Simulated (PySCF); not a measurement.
H₂O, SMILES O (connectivity only; charge and spin as stated), charge +1, multiplicity 2.

Geometry optimised at B3LYP-D3(BJ)/def2-TZVPD. The spin state was assumed, not searched.

Calculation: PBE0/def2-TZVPD in PySCF.

Isolated molecule, no solvent.

The total energy is -75.92198 hartree. The point group comes out as C2v and the α spin, highest occupied and lowest empty level is -23.57 and -7.81 eV. The β spin, highest occupied and lowest empty level comes out as -22.75 and -15.76 eV, the dipole moment about the centre of nuclear charge comes out as 2.12 D and the mean static polarisability comes out as 5.3 bohr³ (0.78 Å³). The polarisability, principal values is 4.3, 5.2, 6.4 bohr³ and the ⟨S²⟩ comes out as 0.753 (pure state 0.75).
